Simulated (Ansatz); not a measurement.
# NH2 radical: geometry and frequencies at several levels, part 1 of 2

Aim: geometry and frequencies at several levels, for NH2 radical, with the cost of each level. Spin multiplicity 2.

Program: Ansatz 0.2.0. Level of theory: the levels named in each step. These are calculated values, not measurements.

## Step 1: The structure to begin with

Bond lengths: N1–H2 1.012 Å, N1–H3 1.012 Å. Angles: H2–N1–H3 111.4°.

As a file:

```xyz
3

N     0.0004    0.0717   -0.0006
H    -0.8385   -0.4941   -0.0012
H     0.8332   -0.5028    0.0091
```

## Step 2: A rough first relaxation, PBE-D4/def2-SVP

This run stands in another session on the same molecule. It ended at:

```xyz
3

N     0.0007    0.1403   -0.0011
H    -0.8051   -0.5285   -0.0007
H     0.7994   -0.5369    0.0092
```

## Step 3: Relaxation, HF/STO-3G

input.yaml

```yaml
crystal:
  periodic: [false, false, false]
  atoms:
    - { symbol: "N", position_ang: [0.00074218, 0.14025906, -0.00111376] }
    - { symbol: H, position_ang: [-0.80505659, -0.5285154, -0.00070173] }
    - { symbol: H, position_ang: [0.79942441, -0.53691365, 0.00915549] }
magnetization:
  spin_polarized: true
  initial_magnetization: 1
basis:
  gaussian: { orbitals: STO-3G }
hamiltonian:
  xc: hf
relax:
  f_tol: 0.002
  max_steps: 150
```

Started as:

```bash
$ ansatz run input.yaml --threads 1 --pin off --max-ram 2560MiB --backend cpu --events-out ev --progress --plain --runs-dir out
```

What it wrote (excerpt; [...] marks lines left out):

```text
Warning: RAYON_NUM_THREADS=1 ignored (pool sized by the plan → 1); use --threads N
[...]
Functional definition: HF
[...]
92 factors; integrals over basis functions are off by at most 1.1e-6 eV
[...]
mean field -1492.24730248 eV, -54.8390768844 hartree, gradient 1.7e-5 eV, S^2 0.758039; 0 other end points of the search recorded, 0 dependent functions left out
[...]
reference -1492.24730248 eV, -54.8390768844 hartree; 5, 4 occupied and 2, 3 virtual orbitals, 92 factors
relax step   1: F+E_penalty+E_count = -1492.24730248 eV  Δ(F+E_penalty+E_count) = +0.000e0 eV  max|allowed force component| = 6.255e-1 eV/Å  Δτ_max = 0.0000 Å  (27 SCF iters, accepted)
[...]
relax step   3: F+E_penalty+E_count = -1492.25331261 eV  Δ(F+E_penalty+E_count) = -1.672e-4 eV  max|allowed force component| = 5.745e-3 eV/Å  Δτ_max = 0.0023 Å  (28 SCF iters, accepted)
[...]
relax step   4: F+E_penalty+E_count = -1492.25331339 eV  Δ(F+E_penalty+E_count) = -7.818e-7 eV  max|allowed force component| = 1.427e-5 eV/Å  Δτ_max = 0.0001 Å  (27 SCF iters, accepted)
92 factors; integrals over basis functions are off by at most 1.1e-6 eV
mean field -1492.25331339 eV, -54.8392977815 hartree, gradient 5.4e-6 eV, S^2 0.758492; 1 other end points of the search recorded, 0 dependent functions left out
[...]
reference -1492.25331339 eV, -54.8392977815 hartree; 5, 4 occupied and 2, 3 virtual orbitals, 92 factors
Total energy: -1492.25331339 eV, -54.8392977815 hartree
Atom 0 at     0.000764     0.144310    -0.001146 Å, force     0.000000     0.000014    -0.000000 eV/Å
Atom 1 at    -0.814213    -0.530493    -0.000742 Å, force     0.000011    -0.000007     0.000000 eV/Å
Atom 2 at     0.808560    -0.538987     0.009228 Å, force    -0.000011    -0.000007    -0.000000 eV/Å
Dipole moment:    -0.001949    -0.368845     0.002927 e Å
```

Wall time 0.26 s (1 thread of Intel Xeon Platinum 8488C (Sapphire Rapids), shared host); peak memory 0.092 GiB.

Step by step:

```csv
step,E - E(step 1) (eV),largest force component (eV/Å)
1,0.0000,0.6255
2,-0.0058,0.0894
3,-0.0060,0.0057
4,-0.0060,0.0000
```

Step 1 is the start.

Before: Bond lengths: N1–H2 1.047 Å, N1–H3 1.047 Å. Angles: H2–N1–H3 100.0°.

After: Bond lengths: N1–H2 1.058 Å, N1–H3 1.058 Å. Angles: H2–N1–H3 100.1°.

## Step 4: Frequencies, HF/STO-3G

input.yaml

```yaml
crystal:
  periodic: [false, false, false]
  atoms:
    - { symbol: "N", position_ang: [0.00076363, 0.14431037, -0.00114591] }
    - { symbol: H, position_ang: [-0.81421322, -0.5304932, -0.00074184] }
    - { symbol: H, position_ang: [0.80855959, -0.53898716, 0.00922775] }
magnetization:
  spin_polarized: true
  initial_magnetization: 1
basis:
  gaussian: { orbitals: STO-3G }
hamiltonian:
  xc: hf
phonons: {}
```

Started as:

```bash
$ ansatz run input.yaml --threads 1 --pin off --max-ram 2560MiB --backend cpu --events-out ev --progress --plain --runs-dir out
```

What it wrote (excerpt; [...] marks lines left out):

```text
Warning: RAYON_NUM_THREADS=1 ignored (pool sized by the plan → 1); use --threads N
[...]
[... 1 set-up line as earlier in the session ...]
[...]
92 factors; integrals over basis functions are off by at most 1.1e-6 eV
[...]
mean field -1492.25331339 eV, -54.8392977815 hartree, gradient 1.9e-5 eV, S^2 0.758492; 0 other end points of the search recorded, 0 dependent functions left out
[...]
reference -1492.25331339 eV, -54.8392977815 hartree; 5, 4 occupied and 2, 3 virtual orbitals, 92 factors
[...]
92 factors; integrals over basis functions are off by at most 1.1e-6 eV
[...]
mean field -1492.25319824 eV, -54.8392935499 hartree, gradient 1.7e-6 eV, S^2 0.758534; 0 other end points of the search recorded, 0 dependent functions left out
[...]
reference -1492.25319824 eV, -54.8392935499 hartree; 5, 4 occupied and 2, 3 virtual orbitals, 92 factors
[...]
92 factors; integrals over basis functions are off by at most 1.1e-6 eV
[...]
mean field -1492.25326011 eV, -54.8392958235 hartree, gradient 1.6e-6 eV, S^2 0.758463; 0 other end points of the search recorded, 0 dependent functions left out
[...]
reference -1492.25326011 eV, -54.8392958235 hartree; 5, 4 occupied and 2, 3 virtual orbitals, 92 factors
[...]
92 factors; integrals over basis functions are off by at most 1.1e-6 eV
mean field -1492.25325971 eV, -54.8392958088 hartree, gradient 1.5e-6 eV, S^2 0.758522; 0 other end points of the search recorded, 0 dependent functions left out
[...]
reference -1492.25325971 eV, -54.8392958088 hartree; 5, 4 occupied and 2, 3 virtual orbitals, 92 factors
Total energy: -1492.25331339 eV, -54.8392977815 hartree
Atom 0 at     0.000764     0.144310    -0.001146 Å, force     0.000000     0.000011    -0.000000 eV/Å
Atom 1 at    -0.814213    -0.530493    -0.000742 Å, force     0.000012    -0.000006     0.000000 eV/Å
Atom 2 at     0.808560    -0.538987     0.009228 Å, force    -0.000012    -0.000006    -0.000000 eV/Å
Dipole moment:    -0.001949    -0.368845     0.002927 e Å
Vibrations: 1943.90 3718.89 3912.80 cm⁻¹, zero-point energy 0.593611 eV
```

Run time: 0.2 s. Hardware: 1 thread of Intel Xeon Platinum 8488C (Sapphire Rapids), shared host; peak memory 0.084 GiB.

Harmonic frequencies (cm⁻¹; negative: imaginary): 1944, 3719, 3913.

## Step 5: Relaxation, HF/6-31G*

input.yaml

```yaml
crystal:
  periodic: [false, false, false]
  atoms:
    - { symbol: "N", position_ang: [0.00074218, 0.14025906, -0.00111376] }
    - { symbol: H, position_ang: [-0.80505659, -0.5285154, -0.00070173] }
    - { symbol: H, position_ang: [0.79942441, -0.53691365, 0.00915549] }
magnetization:
  spin_polarized: true
  initial_magnetization: 1
basis:
  gaussian: { orbitals: "6-31G*" }
hamiltonian:
  xc: hf
relax:
  f_tol: 0.002
  max_steps: 150
```

Started as:

```bash
$ ansatz run input.yaml --threads 1 --pin off --max-ram 2560MiB --backend cpu --events-out ev --progress --plain --runs-dir out
```

What it wrote (excerpt; [...] marks lines left out):

```text
Warning: RAYON_NUM_THREADS=1 ignored (pool sized by the plan → 1); use --threads N
[...]
[... 1 set-up line as earlier in the session ...]
[...]
223 factors; integrals over basis functions are off by at most 4.9e-4 eV
[...]
mean field -1511.74369881 eV, -55.5555562347 hartree, gradient 2.7e-5 eV, S^2 0.758706; 0 other end points of the search recorded, 0 dependent functions left out
[...]
reference -1511.74369881 eV, -55.5555562347 hartree; 5, 4 occupied and 14, 15 virtual orbitals, 223 factors
relax step   1: F+E_penalty+E_count = -1511.74369881 eV  Δ(F+E_penalty+E_count) = +0.000e0 eV  max|allowed force component| = 2.123e0 eV/Å  Δτ_max = 0.0000 Å  (32 SCF iters, accepted)
[...]
relax step   4: F+E_penalty+E_count = -1511.80212785 eV  Δ(F+E_penalty+E_count) = -5.829e-5 eV  max|allowed force component| = 2.156e-3 eV/Å  Δτ_max = 0.0016 Å  (19 SCF iters, accepted)
[...]
relax step   5: F+E_penalty+E_count = -1511.80212793 eV  Δ(F+E_penalty+E_count) = -7.561e-8 eV  max|allowed force component| = 2.937e-5 eV/Å  Δτ_max = 0.0000 Å  (18 SCF iters, accepted)
223 factors; integrals over basis functions are off by at most 4.5e-4 eV
mean field -1511.80212793 eV, -55.5577034651 hartree, gradient 1.8e-5 eV, S^2 0.757712; 1 other end points of the search recorded, 0 dependent functions left out
[...]
reference -1511.80212793 eV, -55.5577034651 hartree; 5, 4 occupied and 14, 15 virtual orbitals, 223 factors
Total energy: -1511.80212793 eV, -55.5577034651 hartree
Atom 0 at     0.000558     0.105509    -0.000838 Å, force    -0.000000    -0.000029     0.000000 eV/Å
Atom 1 at    -0.802577    -0.511153    -0.000825 Å, force     0.000009     0.000015    -0.000000 eV/Å
Atom 2 at     0.797128    -0.519526     0.009003 Å, force    -0.000009     0.000015    -0.000000 eV/Å
Dipole moment:    -0.002348    -0.444376     0.003527 e Å
```

Run time: 0.52 s. Hardware: 1 thread of Intel Xeon Platinum 8488C (Sapphire Rapids), shared host; peak memory 0.092 GiB.

Step by step:

| step | energy from step 1 (eV) | largest force component (eV/Å) |
| --- | --- | --- |
| 1 | 0.0000 | 2.1233 |
| 2 | -0.0528 | 0.6759 |
| 3 | -0.0584 | 0.0409 |
| 4 | -0.0584 | 0.0022 |
| 5 | -0.0584 | 0.0000 |

Step 1 is the start.

Before: Bond lengths: N1–H2 1.047 Å, N1–H3 1.047 Å. Angles: H2–N1–H3 100.0°.

After: Bond lengths: N1–H2 1.013 Å, N1–H3 1.013 Å. Angles: H2–N1–H3 104.4°.

## Step 6: Frequencies, HF/6-31G*

input.yaml

```yaml
crystal:
  periodic: [false, false, false]
  atoms:
    - { symbol: "N", position_ang: [0.0005584, 0.10550879, -0.00083799] }
    - { symbol: H, position_ang: [-0.80257689, -0.51115269, -0.00082495] }
    - { symbol: H, position_ang: [0.79712849, -0.51952609, 0.00900293] }
magnetization:
  spin_polarized: true
  initial_magnetization: 1
basis:
  gaussian: { orbitals: "6-31G*" }
hamiltonian:
  xc: hf
phonons: {}
```

Started as:

```bash
$ ansatz run input.yaml --threads 1 --pin off --max-ram 2560MiB --backend cpu --events-out ev --progress --plain --runs-dir out
```

What it wrote (excerpt; [...] marks lines left out):

```text
Warning: RAYON_NUM_THREADS=1 ignored (pool sized by the plan → 1); use --threads N
[...]
[... 1 set-up line as earlier in the session ...]
[...]
223 factors; integrals over basis functions are off by at most 4.5e-4 eV
[...]
mean field -1511.80212793 eV, -55.5577034651 hartree, gradient 1.8e-5 eV, S^2 0.757712; 0 other end points of the search recorded, 0 dependent functions left out
[...]
reference -1511.80212793 eV, -55.5577034651 hartree; 5, 4 occupied and 14, 15 virtual orbitals, 223 factors
[...]
223 factors; integrals over basis functions are off by at most 4.6e-4 eV
[...]
mean field -1511.80202411 eV, -55.5576996497 hartree, gradient 3.4e-6 eV, S^2 0.757734; 0 other end points of the search recorded, 0 dependent functions left out
[...]
reference -1511.80202411 eV, -55.5576996497 hartree; 5, 4 occupied and 14, 15 virtual orbitals, 223 factors
[...]
223 factors; integrals over basis functions are off by at most 4.5e-4 eV
[...]
mean field -1511.80207729 eV, -55.5577016041 hartree, gradient 3.4e-6 eV, S^2 0.757694; 0 other end points of the search recorded, 0 dependent functions left out
[...]
reference -1511.80207729 eV, -55.5577016041 hartree; 5, 4 occupied and 14, 15 virtual orbitals, 223 factors
[...]
223 factors; integrals over basis functions are off by at most 4.6e-4 eV
mean field -1511.80207701 eV, -55.5577015939 hartree, gradient 3.4e-6 eV, S^2 0.757729; 0 other end points of the search recorded, 0 dependent functions left out
[...]
reference -1511.80207701 eV, -55.5577015939 hartree; 5, 4 occupied and 14, 15 virtual orbitals, 223 factors
Total energy: -1511.80212793 eV, -55.5577034651 hartree
Atom 0 at     0.000558     0.105509    -0.000838 Å, force    -0.000000    -0.000028     0.000000 eV/Å
Atom 1 at    -0.802577    -0.511153    -0.000825 Å, force     0.000009     0.000014    -0.000000 eV/Å
Atom 2 at     0.797128    -0.519526     0.009003 Å, force    -0.000008     0.000014    -0.000000 eV/Å
Dipole moment:    -0.002348    -0.444376     0.003527 e Å
Vibrations: 1710.90 3607.12 3707.69 cm⁻¹, zero-point energy 0.559523 eV
```

It took 0.45 s on 1 thread of Intel Xeon Platinum 8488C (Sapphire Rapids), shared host; peak memory 0.084 GiB.

Harmonic frequencies (cm⁻¹; negative: imaginary): 1711, 3607, 3708.

## Step 7: Relaxation, LDA/def2-SVP

input.yaml

```yaml
crystal:
  periodic: [false, false, false]
  atoms:
    - { symbol: "N", position_ang: [0.00074218, 0.14025906, -0.00111376] }
    - { symbol: H, position_ang: [-0.80505659, -0.5285154, -0.00070173] }
    - { symbol: H, position_ang: [0.79942441, -0.53691365, 0.00915549] }
magnetization:
  spin_polarized: true
  initial_magnetization: 1
basis:
  gaussian: { orbitals: def2-SVP }
hamiltonian:
  xc: lda
relax:
  f_tol: 0.002
  max_steps: 150
```

Started as:

```bash
$ ansatz run input.yaml --threads 1 --pin off --max-ram 2560MiB --backend cpu --events-out ev --progress --plain --runs-dir out
```

What it wrote (excerpt; [...] marks lines left out):

```text
Warning: RAYON_NUM_THREADS=1 ignored (pool sized by the plan → 1); use --threads N
[...]
Functional definition: SPW92
[...]
288 factors; their error is unknown
[...]
mean field -1505.91898413 eV, -55.3415019182 hartree, gradient 1.6e-5 eV, S^2 0.752334; 0 other end points of the search recorded, 0 dependent functions left out
[...]
reference -1505.91900170 eV, -55.3415025638 hartree; 5, 4 occupied and 19, 20 virtual orbitals, 288 factors
relax step   1: F+E_penalty+E_count = -1505.91898413 eV  Δ(F+E_penalty+E_count) = +0.000e0 eV  max|allowed force component| = 5.749e-2 eV/Å  Δτ_max = 0.0000 Å  (22 SCF iters, accepted)
[...]
relax step   3: F+E_penalty+E_count = -1505.91925379 eV  Δ(F+E_penalty+E_count) = -1.994e-5 eV  max|allowed force component| = 5.250e-3 eV/Å  Δτ_max = 0.0011 Å  (18 SCF iters, accepted)
[...]
relax step   4: F+E_penalty+E_count = -1505.91925418 eV  Δ(F+E_penalty+E_count) = -3.937e-7 eV  max|allowed force component| = 1.098e-3 eV/Å  Δτ_max = 0.0001 Å  (17 SCF iters, accepted)
288 factors; their error is unknown
mean field -1505.91925418 eV, -55.3415118425 hartree, gradient 1.3e-5 eV, S^2 0.752337; 1 other end points of the search recorded, 0 dependent functions left out
[...]
reference -1505.91927181 eV, -55.3415124902 hartree; 5, 4 occupied and 19, 20 virtual orbitals, 288 factors
Total energy: -1505.91927181 eV, -55.3415124902 hartree
Atom 0 at     0.000728     0.137637    -0.001093 Å, force    -0.000006    -0.001099     0.000009 eV/Å
Atom 1 at    -0.809135    -0.527183    -0.000737 Å, force     0.000687     0.000546    -0.000000 eV/Å
Atom 2 at     0.803517    -0.535624     0.009170 Å, force    -0.000681     0.000553    -0.000009 eV/Å
Dipole moment:    -0.002153    -0.407389     0.003233 e Å
```

Run time: 0.67 s. Hardware: 1 thread of Intel Xeon Platinum 8488C (Sapphire Rapids), shared host; peak memory 0.098 GiB.

Relaxation path:

| step | energy from step 1 (eV) | largest force component (eV/Å) |
| --- | --- | --- |
| 1 | 0.0000 | 0.0575 |
| 2 | -0.0003 | 0.0185 |
| 3 | -0.0003 | 0.0053 |
| 4 | -0.0003 | 0.0011 |

Step 1 is the start.

Before: Bond lengths: N1–H2 1.047 Å, N1–H3 1.047 Å. Angles: H2–N1–H3 100.0°.

After: Bond lengths: N1–H2 1.048 Å, N1–H3 1.048 Å. Angles: H2–N1–H3 100.6°.

## Step 8: Frequencies, LDA/def2-SVP

input.yaml

```yaml
crystal:
  periodic: [false, false, false]
  atoms:
    - { symbol: "N", position_ang: [0.00072832, 0.13763724, -0.00109295] }
    - { symbol: H, position_ang: [-0.80913525, -0.52718311, -0.00073723] }
    - { symbol: H, position_ang: [0.80351692, -0.53562412, 0.00917019] }
magnetization:
  spin_polarized: true
  initial_magnetization: 1
basis:
  gaussian: { orbitals: def2-SVP }
hamiltonian:
  xc: lda
phonons: {}
```

Started as:

```bash
$ ansatz run input.yaml --threads 1 --pin off --max-ram 2560MiB --backend cpu --events-out ev --progress --plain --runs-dir out
```

What it wrote (excerpt; [...] marks lines left out):

```text
Warning: RAYON_NUM_THREADS=1 ignored (pool sized by the plan → 1); use --threads N
[...]
[... 1 set-up line as earlier in the session ...]
[...]
288 factors; their error is unknown
[...]
mean field -1505.91925418 eV, -55.3415118425 hartree, gradient 1.6e-5 eV, S^2 0.752337; 0 other end points of the search recorded, 0 dependent functions left out
[...]
reference -1505.91927181 eV, -55.3415124902 hartree; 5, 4 occupied and 19, 20 virtual orbitals, 288 factors
[...]
288 factors; their error is unknown
[...]
mean field -1505.91917129 eV, -55.3415087962 hartree, gradient 2.5e-6 eV, S^2 0.752345; 0 other end points of the search recorded, 0 dependent functions left out
[...]
reference -1505.91918889 eV, -55.3415094430 hartree; 5, 4 occupied and 19, 20 virtual orbitals, 288 factors
[...]
288 factors; their error is unknown
[...]
288 factors; their error is unknown
mean field -1505.91921610 eV, -55.3415104429 hartree, gradient 2.0e-6 eV, S^2 0.752331; 0 other end points of the search recorded, 0 dependent functions left out
[...]
reference -1505.91923372 eV, -55.3415110907 hartree; 5, 4 occupied and 19, 20 virtual orbitals, 288 factors
[...]
288 factors; their error is unknown
mean field -1505.91921345 eV, -55.3415103454 hartree, gradient 1.7e-6 eV, S^2 0.752342; 0 other end points of the search recorded, 0 dependent functions left out
[...]
reference -1505.91923107 eV, -55.3415109930 hartree; 5, 4 occupied and 19, 20 virtual orbitals, 288 factors
Total energy: -1505.91927181 eV, -55.3415124902 hartree
Atom 0 at     0.000728     0.137637    -0.001093 Å, force    -0.000006    -0.001096     0.000009 eV/Å
Atom 1 at    -0.809135    -0.527183    -0.000737 Å, force     0.000686     0.000545    -0.000000 eV/Å
Atom 2 at     0.803517    -0.535624     0.009170 Å, force    -0.000680     0.000552    -0.000009 eV/Å
Dipole moment:    -0.002153    -0.407389     0.003233 e Å
Vibrations: 1452.82 3235.19 3332.76 cm⁻¹, zero-point energy 0.497224 eV
```

Wall time 0.68 s (1 thread of Intel Xeon Platinum 8488C (Sapphire Rapids), shared host); peak memory 0.093 GiB.

Harmonic frequencies (cm⁻¹; negative: imaginary): 1453, 3235, 3333.

## Step 9: Relaxation, PBE-D4/def2-SVP

input.yaml

```yaml
crystal:
  periodic: [false, false, false]
  atoms:
    - { symbol: "N", position_ang: [0.00074218, 0.14025906, -0.00111376] }
    - { symbol: H, position_ang: [-0.80505659, -0.5285154, -0.00070173] }
    - { symbol: H, position_ang: [0.79942441, -0.53691365, 0.00915549] }
magnetization:
  spin_polarized: true
  initial_magnetization: 1
basis:
  gaussian: { orbitals: def2-SVP }
hamiltonian:
  xc: pbe
  dispersion: d4
relax:
  f_tol: 0.002
  max_steps: 150
```

Started as:

```bash
$ ansatz run input.yaml --threads 1 --pin off --max-ram 2560MiB --backend cpu --events-out ev --progress --plain --runs-dir out
```

What it wrote (excerpt; [...] marks lines left out):

```text
Warning: RAYON_NUM_THREADS=1 ignored (pool sized by the plan → 1); use --threads N
[...]
Functional definition: PBE
[...]
288 factors; their error is unknown
[...]
mean field -1517.21182272 eV, -55.7565060818 hartree, gradient 1.9e-5 eV, S^2 0.752512; 0 other end points of the search recorded, 0 dependent functions left out
[...]
reference -1517.21184155 eV, -55.7565067739 hartree; 5, 4 occupied and 19, 20 virtual orbitals, 288 factors
relax step   1: F+E_penalty+E_count = -1517.21817945 eV  Δ(F+E_penalty+E_count) = +0.000e0 eV  max|allowed force component| = 1.207e-2 eV/Å  Δτ_max = 0.0000 Å  (23 SCF iters, accepted)
[...]
relax step   2: F+E_penalty+E_count = -1517.21818332 eV  Δ(F+E_penalty+E_count) = -3.869e-6 eV  max|allowed force component| = 5.616e-3 eV/Å  Δτ_max = 0.0003 Å  (17 SCF iters, accepted)
[...]
relax step   3: F+E_penalty+E_count = -1517.21818392 eV  Δ(F+E_penalty+E_count) = -5.925e-7 eV  max|allowed force component| = 1.180e-3 eV/Å  Δτ_max = 0.0002 Å  (17 SCF iters, accepted)
288 factors; their error is unknown
[...]
mean field -1517.21182836 eV, -55.7565062890 hartree, gradient 2.1e-5 eV, S^2 0.752511; 1 other end points of the search recorded, 0 dependent functions left out
[...]
reference -1517.21184720 eV, -55.7565069814 hartree; 5, 4 occupied and 19, 20 virtual orbitals, 288 factors
Total energy: -1517.21820276 eV, -55.7567405439 hartree
Atom 0 at     0.000740     0.139809    -0.001110 Å, force     0.000006     0.001180    -0.000009 eV/Å
Atom 1 at    -0.805407    -0.528289    -0.000706 Å, force    -0.000884    -0.000585    -0.000001 eV/Å
Atom 2 at     0.799777    -0.536690     0.009156 Å, force     0.000878    -0.000594     0.000010 eV/Å
Dipole moment:    -0.002050    -0.387926     0.003079 e Å
```

It took 0.85 s on 1 thread of Intel Xeon Platinum 8488C (Sapphire Rapids), shared host; peak memory 0.1 GiB.

Step by step:

```
step  E - E(step 1) (eV)  largest force component (eV/Å)
   1              0.0000                          0.0121
   2              0.0000                          0.0056
   3              0.0000                          0.0012
```

Step 1 is the start.

Before: Bond lengths: N1–H2 1.047 Å, N1–H3 1.047 Å. Angles: H2–N1–H3 100.0°.

After: Bond lengths: N1–H2 1.047 Å, N1–H3 1.047 Å. Angles: H2–N1–H3 100.1°.

(Continued in part 2 of 2.)
